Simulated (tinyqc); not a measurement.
Worked calculation (part 1 of 2): CIS on RHF in the sto-6g basis, for H2O, spin multiplicity 1. Computed by tinyqc, a small Python program that keeps every step (integrals from PySCF). Settings: charge = 0, multiplicity = 1, basis = sto-6g, method = RHF, energy threshold = 1e-10, iteration cap = 58, orthogonalisation = symmetric, start = atomic densities, DIIS depth = 6. Command: `OMP_NUM_THREADS=1 python tinyqc.py 30163 30164 out.jsonl` (the two numbers bound the seeds that draw the settings). One thread of a shared host (Intel(R) Xeon(R) Processor @ 2.60GHz), about 0.1 s of CPU time with the checks. The early iterations of the SCF are left out here.

## One-electron integrals

Geometry (angstrom):
```
atom        x         y        z
O     0.00000   0.00000  0.00000
H     0.00000   0.74300  0.53100
H     0.00000  -0.74300  0.53100
```

Basis sto-6g: exponents (1/bohr^2) and contraction coefficients of normalised primitives:
```
element  l (shell)    exponent  coefficient
O            s (1)  1355.58423      0.00916
O            s (1)   248.54489      0.04936
O            s (1)    69.53390      0.16854
O            s (1)    23.88677      0.37056
O            s (1)     9.27593      0.41649
O            s (1)     3.82034      0.13033
O            s (2)    52.18776     -0.01325
O            s (2)    10.32932     -0.04699
O            s (2)     3.21034     -0.03379
O            s (2)     1.23514      0.25024
O            s (2)     0.53642      0.59512
O            s (2)     0.24588      0.24071
O            p (3)    52.18776      0.00376
O            p (3)    10.32932      0.03768
O            p (3)     3.21034      0.17390
O            p (3)     1.23514      0.41804
O            p (3)     0.53642      0.42586
O            p (3)     0.24588      0.10171
H            s (1)    35.52322      0.00916
H            s (1)     6.51314      0.04936
H            s (1)     1.82214      0.16854
H            s (1)     0.62596      0.37056
H            s (1)     0.24308      0.41649
H            s (1)     0.10011      0.13033
```

Overlap, kinetic and nuclear-attraction integrals over the contracted functions; the nuclear repulsion is the sum of Za Zb / Rab.

nuclear repulsion = 9.6272986 hartree

overlap S, order 1O 1s, 1O 2s, 1O 2px, 1O 2py, 1O 2pz, 2H 1s, 3H 1s:
$$\begin{pmatrix}
1.00000 & 0.23114 & 0.00000 & 0.00000 & 0.00000 & 0.06129 & 0.06129 \\
0.23114 & 1.00000 & 0.00000 & 0.00000 & 0.00000 & 0.50599 & 0.50599 \\
0.00000 & 0.00000 & 1.00000 & 0.00000 & 0.00000 & 0.00000 & 0.00000 \\
0.00000 & 0.00000 & 0.00000 & 1.00000 & 0.00000 & 0.33155 & -0.33155 \\
0.00000 & 0.00000 & 0.00000 & 0.00000 & 1.00000 & 0.23695 & 0.23695 \\
0.06129 & 0.50599 & 0.00000 & 0.33155 & 0.23695 & 1.00000 & 0.26205 \\
0.06129 & 0.50599 & 0.00000 & -0.33155 & 0.23695 & 0.26205 & 1.00000
\end{pmatrix}$$

kinetic energy T (hartree), order 1O 1s, 1O 2s, 1O 2px, 1O 2py, 1O 2pz, 2H 1s, 3H 1s:
$$\begin{pmatrix}
29.32720 & -0.89602 & 0.00000 & 0.00000 & 0.00000 & -0.00051 & -0.00051 \\
-0.89602 & 0.84262 & 0.00000 & 0.00000 & 0.00000 & 0.15041 & 0.15041 \\
0.00000 & 0.00000 & 2.53131 & 0.00000 & 0.00000 & 0.00000 & 0.00000 \\
0.00000 & 0.00000 & 0.00000 & 2.53131 & 0.00000 & 0.25764 & -0.25764 \\
0.00000 & 0.00000 & 0.00000 & 0.00000 & 2.53131 & 0.18413 & 0.18413 \\
-0.00051 & 0.15041 & 0.00000 & 0.25764 & 0.18413 & 0.76852 & 0.01042 \\
-0.00051 & 0.15041 & 0.00000 & -0.25764 & 0.18413 & 0.01042 & 0.76852
\end{pmatrix}$$

nuclear attraction V (hartree), order 1O 1s, 1O 2s, 1O 2px, 1O 2py, 1O 2pz, 2H 1s, 3H 1s:
$$\begin{pmatrix}
-62.41721 & -6.41915 & 0.00000 & 0.00000 & -0.02098 & -1.95284 & -1.95284 \\
-6.41915 & -10.13889 & 0.00000 & 0.00000 & -0.22923 & -4.17186 & -4.17186 \\
0.00000 & 0.00000 & -10.04591 & 0.00000 & 0.00000 & 0.00000 & 0.00000 \\
0.00000 & 0.00000 & 0.00000 & -10.22975 & 0.00000 & -2.45164 & 2.45164 \\
-0.02098 & -0.22923 & 0.00000 & 0.00000 & -10.13981 & -1.82839 & -1.82839 \\
-1.95284 & -4.17186 & 0.00000 & -2.45164 & -1.82839 & -6.02828 & -1.74273 \\
-1.95284 & -4.17186 & 0.00000 & 2.45164 & -1.82839 & -1.74273 & -6.02828
\end{pmatrix}$$

core Hamiltonian H = T + V (hartree), order 1O 1s, 1O 2s, 1O 2px, 1O 2py, 1O 2pz, 2H 1s, 3H 1s:
$$\begin{pmatrix}
-33.09002 & -7.31518 & 0.00000 & 0.00000 & -0.02098 & -1.95334 & -1.95334 \\
-7.31518 & -9.29627 & 0.00000 & 0.00000 & -0.22923 & -4.02145 & -4.02145 \\
0.00000 & 0.00000 & -7.51460 & 0.00000 & 0.00000 & 0.00000 & 0.00000 \\
0.00000 & 0.00000 & 0.00000 & -7.69844 & 0.00000 & -2.19400 & 2.19400 \\
-0.02098 & -0.22923 & 0.00000 & 0.00000 & -7.60850 & -1.64426 & -1.64426 \\
-1.95334 & -4.02145 & 0.00000 & -2.19400 & -1.64426 & -5.25976 & -1.73231 \\
-1.95334 & -4.02145 & 0.00000 & 2.19400 & -1.64426 & -1.73231 & -5.25976
\end{pmatrix}$$

## Two-electron integrals

Functions are numbered as in S; the eight-fold symmetry (ij|kl) = (ji|kl) = (kl|ij) leaves the list below.

Two-electron integrals (ij|kl) in chemists' order, unique and non-zero (hartree):
```
(11|11) 4.78749    (21|11) 0.67588    (21|21) 0.12150    (22|11) 1.11738
(22|21) 0.24921    (22|22) 0.81738    (31|31) 0.02576    (32|31) 0.03914
(32|32) 0.18066    (33|11) 1.11738    (33|21) 0.24921    (33|22) 0.81738
(33|33) 0.88066    (41|41) 0.02576    (42|41) 0.03914    (42|42) 0.18066
(43|43) 0.04746    (44|11) 1.11738    (44|21) 0.24921    (44|22) 0.81738
(44|33) 0.78574    (44|44) 0.88066    (51|51) 0.02576    (52|51) 0.03914
(52|52) 0.18066    (53|53) 0.04746    (54|54) 0.04746    (55|11) 1.11738
(55|21) 0.24921    (55|22) 0.81738    (55|33) 0.78574    (55|44) 0.78574
(55|55) 0.88066    (61|11) 0.19156    (61|21) 0.03298    (61|22) 0.06609
(61|33) 0.06595    (61|41) 0.00131    (61|42) 0.00254    (61|44) 0.06623
(61|51) 0.00093    (61|52) 0.00182    (61|54) 0.00021    (61|55) 0.06609
(61|61) 0.00913    (62|11) 0.43484    (62|21) 0.09819    (62|22) 0.35280
(62|33) 0.34719    (62|41) 0.00633    (62|42) 0.04526    (62|44) 0.35833
(62|51) 0.00453    (62|52) 0.03235    (62|54) 0.00797    (62|55) 0.35288
(62|61) 0.02674    (62|62) 0.18392    (63|31) 0.01130    (63|32) 0.06227
(63|43) 0.00950    (63|53) 0.00679    (63|63) 0.02709    (64|11) 0.24347
(64|21) 0.05579    (64|22) 0.21381    (64|33) 0.20399    (64|41) 0.01453
(64|42) 0.08869    (64|44) 0.22991    (64|51) 0.00231    (64|52) 0.01888
(64|54) 0.01174    (64|55) 0.20753    (64|61) 0.01595    (64|62) 0.13559
(64|64) 0.12618    (65|11) 0.17400    (65|21) 0.03987    (65|22) 0.15280
(65|33) 0.14579    (65|41) 0.00231    (65|42) 0.01888    (65|44) 0.15074
(65|51) 0.01295    (65|52) 0.07576    (65|54) 0.01303    (65|55) 0.16189
(65|61) 0.01140    (65|62) 0.09690    (65|64) 0.07082    (65|65) 0.07770
(66|11) 0.55335    (66|21) 0.12724    (66|22) 0.51922    (66|33) 0.49821
(66|41) 0.01138    (66|42) 0.10837    (66|44) 0.53992    (66|51) 0.00814
(66|52) 0.07745    (66|54) 0.02981    (66|55) 0.51952    (66|61) 0.03509
(66|62) 0.33123    (66|64) 0.27942    (66|65) 0.19969    (66|66) 0.77500
(71|11) 0.19156    (71|21) 0.03298    (71|22) 0.06609    (71|33) 0.06595
(71|41) -0.00131   (71|42) -0.00254   (71|44) 0.06623    (71|51) 0.00093
(71|52) 0.00182    (71|54) -0.00021   (71|55) 0.06609    (71|61) 0.00898
(71|62) 0.02582    (71|64) 0.01392    (71|65) 0.01099    (71|66) 0.03331
(71|71) 0.00913    (72|11) 0.43484    (72|21) 0.09819    (72|22) 0.35280
(72|33) 0.34719    (72|41) -0.00633   (72|42) -0.04526   (72|44) 0.35833
(72|51) 0.00453    (72|52) 0.03235    (72|54) -0.00797   (72|55) 0.35288
(72|61) 0.02582    (72|62) 0.15061    (72|64) 0.07600    (72|65) 0.07706
(72|66) 0.22481    (72|71) 0.02674    (72|72) 0.18392    (73|31) 0.01130
(73|32) 0.06227    (73|43) -0.00950   (73|53) 0.00679    (73|63) 0.02153
(73|73) 0.02709    (74|11) -0.24347   (74|21) -0.05579   (74|22) -0.21381
(74|33) -0.20399   (74|41) 0.01453    (74|42) 0.08869    (74|44) -0.22991
(74|51) -0.00231   (74|52) -0.01888   (74|54) 0.01174    (74|55) -0.20753
(74|61) -0.01392   (74|62) -0.07600   (74|64) -0.01712   (74|65) -0.03794
(74|66) -0.09874   (74|71) -0.01595   (74|72) -0.13559   (74|74) 0.12618
(75|11) 0.17400    (75|21) 0.03987    (75|22) 0.15280    (75|33) 0.14579
(75|41) -0.00231   (75|42) -0.01888   (75|44) 0.15074    (75|51) 0.01295
(75|52) 0.07576    (75|54) -0.01303   (75|55) 0.16189    (75|61) 0.01099
(75|62) 0.07706    (75|64) 0.03794    (75|65) 0.06037    (75|66) 0.12647
(75|71) 0.01140    (75|72) 0.09690    (75|74) -0.07082   (75|75) 0.07770
(76|11) 0.17423    (76|21) 0.03967    (76|22) 0.15271    (76|33) 0.14950
(76|44) 0.15264    (76|51) 0.00298    (76|52) 0.02454    (76|55) 0.15598
(76|61) 0.01068    (76|62) 0.07770    (76|64) 0.04920    (76|65) 0.04603
(76|66) 0.14092    (76|71) 0.01068    (76|72) 0.07770    (76|74) -0.04920
(76|75) 0.04603    (76|76) 0.03906    (77|11) 0.55335    (77|21) 0.12724
(77|22) 0.51922    (77|33) 0.49821    (77|41) -0.01138   (77|42) -0.10837
(77|44) 0.53992    (77|51) 0.00814    (77|52) 0.07745    (77|54) -0.02981
(77|55) 0.51952    (77|61) 0.03331    (77|62) 0.22481    (77|64) 0.09874
(77|65) 0.12647    (77|66) 0.34873    (77|71) 0.03509    (77|72) 0.33123
(77|74) -0.27942   (77|75) 0.19969    (77|76) 0.14092    (77|77) 0.77500
```

## Orthogonalisation

S = U s U^T; symmetric (Loewdin) form X = U s^(-1/2) U^T, so that X^T S X = 1.

eigenvalues of S: [0.31349, 0.38213, 0.89152, 1.00000, 1.08268, 1.35582, 1.97435]

X, order 1O 1s, 1O 2s, 1O 2px, 1O 2py, 1O 2pz, 2H 1s, 3H 1s:
$$\begin{pmatrix}
1.02300 & -0.14106 & 0.00000 & 0.00000 & -0.00983 & 0.02085 & 0.02085 \\
-0.14106 & 1.28867 & 0.00000 & 0.00000 & 0.12322 & -0.32877 & -0.32877 \\
0.00000 & 0.00000 & 1.00000 & 0.00000 & 0.00000 & 0.00000 & 0.00000 \\
0.00000 & 0.00000 & 0.00000 & 1.13613 & 0.00000 & -0.25840 & 0.25840 \\
-0.00983 & 0.12322 & 0.00000 & 0.00000 & 1.05669 & -0.15171 & -0.15171 \\
0.02085 & -0.32877 & 0.00000 & -0.25840 & -0.15171 & 1.24493 & -0.09544 \\
0.02085 & -0.32877 & 0.00000 & 0.25840 & -0.15171 & -0.09544 & 1.24493
\end{pmatrix}$$

## Starting guess

The start is atomic minimal-basis densities projected into this basis (PySCF's MINAO start) and scaled to the electron count of each spin; this density is not idempotent, so its energy is not variational and may lie below the converged one.

D at the start, order 1O 1s, 1O 2s, 1O 2px, 1O 2py, 1O 2pz, 2H 1s, 3H 1s:
$$\begin{pmatrix}
2.13819 & -0.47707 & 0.00000 & 0.00000 & 0.01548 & -0.01399 & -0.01399 \\
-0.47707 & 2.08304 & 0.00000 & 0.00000 & -0.09213 & 0.03170 & 0.03170 \\
0.00000 & 0.00000 & 1.30802 & 0.00000 & 0.00000 & 0.00000 & 0.00000 \\
0.00000 & 0.00000 & 0.00000 & 1.13864 & 0.00000 & 0.12030 & -0.12030 \\
0.01548 & -0.09213 & 0.00000 & 0.00000 & 1.23663 & 0.05237 & 0.05237 \\
-0.01399 & 0.03170 & 0.00000 & 0.12030 & 0.05237 & 1.00354 & 0.07448 \\
-0.01399 & 0.03170 & 0.00000 & -0.12030 & 0.05237 & 0.07448 & 1.00354
\end{pmatrix}$$

## Iteration 8 (converged): orbitals

converged F (hartree), order 1O 1s, 1O 2s, 1O 2px, 1O 2py, 1O 2pz, 2H 1s, 3H 1s:
$$\begin{pmatrix}
-20.49059 & -4.96395 & 0.00000 & 0.00000 & -0.03009 & -1.32443 & -1.32443 \\
-4.96395 & -2.35557 & 0.00000 & 0.00000 & -0.14142 & -1.08689 & -1.08689 \\
0.00000 & 0.00000 & -0.39795 & 0.00000 & 0.00000 & 0.00000 & 0.00000 \\
0.00000 & 0.00000 & 0.00000 & -0.36704 & 0.00000 & -0.41527 & 0.41527 \\
-0.03009 & -0.14142 & 0.00000 & 0.00000 & -0.38130 & -0.36486 & -0.36486 \\
-1.32443 & -1.08689 & 0.00000 & -0.41527 & -0.36486 & -0.63719 & -0.43251 \\
-1.32443 & -1.08689 & 0.00000 & 0.41527 & -0.36486 & -0.43251 & -0.63719
\end{pmatrix}$$

Diagonalise F' = X^T F X, C = X C', fill 5 alpha and 5 beta electrons from the bottom; D = 2 C_occ C_occ^T. Each column has its largest component positive (the first on a tie).

F' = X^T F X (hartree):
$$\begin{pmatrix}
-20.15903 & -2.50688 & 0.00000 & 0.00000 & -0.04373 & -0.24822 & -0.24822 \\
-2.50688 & -1.14034 & 0.00000 & 0.00000 & 0.11511 & -0.56142 & -0.56142 \\
0.00000 & 0.00000 & -0.39795 & 0.00000 & 0.00000 & 0.00000 & 0.00000 \\
0.00000 & 0.00000 & 0.00000 & -0.01345 & 0.00000 & -0.50919 & 0.50919 \\
-0.04373 & 0.11511 & 0.00000 & 0.00000 & -0.22959 & -0.32942 & -0.32942 \\
-0.24822 & -0.56142 & 0.00000 & -0.50919 & -0.32942 & 0.03970 & -0.11887 \\
-0.24822 & -0.56142 & 0.00000 & 0.50919 & -0.32942 & -0.11887 & 0.03970
\end{pmatrix}$$

orbital energies (hartree): MO1 -20.49393, MO2 -1.29442, MO3 -0.65266, MO4 -0.45459, MO5 -0.39795, MO6 0.63481, MO7 0.79778

coefficients C, order 1O 1s, 1O 2s, 1O 2px, 1O 2py, 1O 2pz, 2H 1s, 3H 1s:
$$\begin{pmatrix}
0.99655 & -0.22072 & 0.00000 & 0.09466 & 0.00000 & -0.12885 & 0.00000 \\
0.01674 & 0.82323 & 0.00000 & -0.53129 & 0.00000 & 0.97553 & 0.00000 \\
0.00000 & 0.00000 & 0.00000 & 0.00000 & 1.00000 & 0.00000 & 0.00000 \\
0.00000 & 0.00000 & 0.60708 & 0.00000 & 0.00000 & 0.00000 & 1.02752 \\
0.00346 & 0.14031 & 0.00000 & 0.80164 & 0.00000 & 0.71804 & 0.00000 \\
-0.00415 & 0.15766 & 0.43594 & 0.25480 & 0.00000 & -0.83810 & -0.88035 \\
-0.00415 & 0.15766 & -0.43594 & 0.25480 & 0.00000 & -0.83810 & 0.88035
\end{pmatrix}$$

D after iteration 8, order 1O 1s, 1O 2s, 1O 2px, 1O 2py, 1O 2pz, 2H 1s, 3H 1s:
$$\begin{pmatrix}
2.10160 & -0.43063 & 0.00000 & 0.00000 & 0.09673 & -0.02964 & -0.02964 \\
-0.43063 & 1.92054 & 0.00000 & 0.00000 & -0.62068 & -0.01130 & -0.01130 \\
0.00000 & 0.00000 & 2.00000 & 0.00000 & 0.00000 & 0.00000 & 0.00000 \\
0.00000 & 0.00000 & 0.00000 & 0.73708 & 0.00000 & 0.52929 & -0.52929 \\
0.09673 & -0.62068 & 0.00000 & 0.00000 & 1.32466 & 0.45273 & 0.45273 \\
-0.02964 & -0.01130 & 0.00000 & 0.52929 & 0.45273 & 0.55968 & -0.20049 \\
-0.02964 & -0.01130 & 0.00000 & -0.52929 & 0.45273 & -0.20049 & 0.55968
\end{pmatrix}$$

## Convergence

Stop when the energy changes by less than 1e-10 hartree and every element of the error matrix X^T (F D S - S D F) X is below 3e-06.

Course of the cycle:
```
iteration  E (hartree)     change  largest element of the error matrix
1          -76.3290435          -                             1.43e+00
2          -75.6366960   6.92e-01                             1.79e-01
3          -75.6657104  -2.90e-02                             1.88e-02
4          -75.6660500  -3.40e-04                             4.14e-03
5          -75.6660709  -2.09e-05                             8.62e-05
6          -75.6660709  -1.89e-08                             1.54e-05
7          -75.6660709  -4.76e-10                             5.88e-07
8          -75.6660709  -5.68e-13                             1.67e-10
```

PySCF RHF in the same basis = -75.6660709 hartree

Converged in 8 iterations.

## Populations, bond orders and dipole

Mulliken: Z minus the diagonal of D S on the atom; Loewdin: the same with S^(1/2) D S^(1/2); Mayer order: 2 sum_s sum (D(s) S)_ij (D(s) S)_ji over the two atoms.

Charges (e):
```
atom  Mulliken   Loewdin
1O    -0.43526  -0.29727
2H     0.21763   0.14864
3H     0.21763   0.14864
```

Mayer bond orders:
```
pair    order
2-1   0.93585
3-1   0.93585
3-2   0.01679
```

dipole moment about the origin, x y z (debye): [0.00000, 0.00000, 1.77819]

## Integrals over molecular orbitals

(pq|rs) = sum C_ip C_jq C_kr C_ls (ij|kl), one index at a time.

one-electron integrals over orbitals h = C^T H C (hartree):
$$\begin{pmatrix}
-33.07602 & 0.56640 & 0.00000 & -0.23756 & 0.00000 & 0.34079 & 0.00000 \\
0.56640 & -7.76439 & 0.00000 & 0.39601 & 0.00000 & -1.45442 & 0.00000 \\
0.00000 & 0.00000 & -6.50047 & 0.00000 & 0.00000 & 0.00000 & -1.71504 \\
-0.23756 & 0.39601 & 0.00000 & -7.14433 & 0.00000 & -0.97340 & 0.00000 \\
0.00000 & 0.00000 & 0.00000 & 0.00000 & -7.51460 & 0.00000 & 0.00000 \\
0.34079 & -1.45442 & 0.00000 & -0.97340 & 0.00000 & -5.35410 & 0.00000 \\
0.00000 & 0.00000 & -1.71504 & 0.00000 & 0.00000 & 0.00000 & -5.65711
\end{pmatrix}$$

Two-electron integrals over orbitals (pq|rs), unique and non-zero (hartree):
```
(11|11) 4.76088    (21|11) -0.42427   (21|21) 0.06135    (22|11) 1.01715
(22|21) -0.01350   (22|22) 0.73361    (31|31) 0.01138    (32|31) 0.01808
(32|32) 0.14843    (33|11) 0.81352    (33|21) -0.00411   (33|22) 0.65485
(33|33) 0.64645    (41|11) 0.18766    (41|21) -0.02370   (41|22) 0.01695
(41|33) 0.00618    (41|41) 0.03004    (42|11) -0.12218   (42|21) 0.00987
(42|22) 0.01158    (42|33) 0.00732    (42|41) 0.01957    (42|42) 0.12292
(43|31) -0.00352   (43|32) 0.01719    (43|43) 0.04485    (44|11) 1.02761
(44|21) -0.01411   (44|22) 0.68515    (44|33) 0.61141    (44|41) -0.01254
(44|42) -0.10513   (44|44) 0.81187    (51|51) 0.02674    (52|51) 0.03223
(52|52) 0.14418    (53|53) 0.02966    (54|51) -0.01331   (54|52) -0.04571
(54|54) 0.05702    (55|11) 1.11707    (55|21) -0.01116   (55|22) 0.74946
(55|33) 0.63806    (55|41) 0.00461    (55|42) -0.06248   (55|44) 0.74219
(55|55) 0.88066    (61|11) -0.26923   (61|21) 0.04178    (61|22) -0.00201
(61|33) -0.00013   (61|41) -0.00307   (61|42) 0.02025    (61|44) -0.01967
(61|55) -0.00628   (61|61) 0.03669    (62|11) 0.33164    (62|21) -0.00812
(62|22) 0.14637    (62|33) 0.07800    (62|41) 0.01892    (62|42) 0.01939
(62|44) 0.10028    (62|55) 0.16426    (62|61) 0.00429    (62|62) 0.10435
(63|31) 0.00320    (63|32) -0.04340   (63|43) -0.02608   (63|63) 0.07239
(64|11) 0.19390    (64|21) -0.00085   (64|22) 0.08735    (64|33) 0.04022
(64|41) 0.00343    (64|42) -0.02014   (64|44) 0.11104    (64|55) 0.10289
(64|61) 0.00158    (64|62) 0.06103    (64|64) 0.05827    (65|51) 0.01688
(65|52) 0.06207    (65|54) -0.00387   (65|65) 0.04020    (66|11) 0.81275
(66|21) -0.00762   (66|22) 0.61861    (66|33) 0.57779    (66|41) 0.02239
(66|42) 0.06211    (66|44) 0.55034    (66|55) 0.59093    (66|61) 0.00696
(66|62) 0.09644    (66|64) 0.04210    (66|66) 0.60055    (71|31) 0.01627
(71|32) 0.02389    (71|43) -0.00526   (71|63) 0.00417    (71|71) 0.02335
(72|31) 0.01373    (72|32) 0.03748    (72|43) -0.03320   (72|63) 0.03623
(72|71) 0.01854    (72|72) 0.06029    (73|11) 0.36367    (73|21) -0.00750
(73|22) 0.13542    (73|33) 0.09282    (73|41) -0.00117   (73|42) -0.07259
(73|44) 0.16723    (73|55) 0.18718    (73|61) -0.00711   (73|62) 0.07986
(73|64) 0.06869    (73|66) 0.03672    (73|73) 0.14947    (74|31) -0.00978
(74|32) -0.07584   (74|43) 0.00733    (74|63) 0.04173    (74|71) -0.01359
(74|72) -0.01680   (74|74) 0.06636    (75|53) 0.02369    (75|75) 0.02438
(76|31) 0.01008    (76|32) 0.10360    (76|43) 0.04266    (76|63) -0.06717
(76|71) 0.01344    (76|72) -0.00998   (76|74) -0.05686   (76|76) 0.11921
(77|11) 0.88615    (77|21) -0.00955   (77|22) 0.63111    (77|33) 0.62039
(77|41) 0.00381    (77|42) -0.01331   (77|44) 0.61972    (77|55) 0.63200
(77|61) -0.00588   (77|62) 0.07290    (77|64) 0.03740    (77|66) 0.57122
(77|73) 0.09587    (77|77) 0.62843
```

## CIS matrix, singlets

A(ia,jb) = (e_a - e_i) d_ij d_ab + 2 (ia|jb) - (ij|ab).

CIS matrix A, singlet (hartree):
```
          1>6       1>7      2>6       2>7       3>6       3>7       4>6       4>7
1>6  20.38938   0.00000  0.01621   0.00000   0.00000  -0.02430  -0.01922   0.00000
1>7   0.00000  20.45226  0.00000   0.04663  -0.00173   0.00000   0.00000  -0.03099
2>6   0.01621   0.00000  1.51932   0.00000   0.00000   0.05611   0.05996   0.00000
2>7   0.00000   0.04663  0.00000   1.58167  -0.03115   0.00000   0.00000  -0.02028
3>6   0.00000  -0.00173  0.00000  -0.03115   0.85448   0.00000   0.00000   0.04081
3>7  -0.02430   0.00000  0.05611   0.00000   0.00000   1.12899   0.09473   0.00000
4>6  -0.01922   0.00000  0.05996   0.00000   0.00000   0.09473   0.65561   0.00000
4>7   0.00000  -0.03099  0.00000  -0.02028   0.04081   0.00000   0.00000   0.76537
5>6   0.00000   0.00000  0.00000   0.00000   0.00000   0.00000   0.00000   0.00000
5>7   0.00000   0.00000  0.00000   0.00000   0.00000   0.00000   0.00000   0.00000

         5>6      5>7
1>6  0.00000  0.00000
1>7  0.00000  0.00000
2>6  0.00000  0.00000
2>7  0.00000  0.00000
3>6  0.00000  0.00000
3>7  0.00000  0.00000
4>6  0.00000  0.00000
4>7  0.00000  0.00000
5>6  0.52224  0.00000
5>7  0.00000  0.61249
```
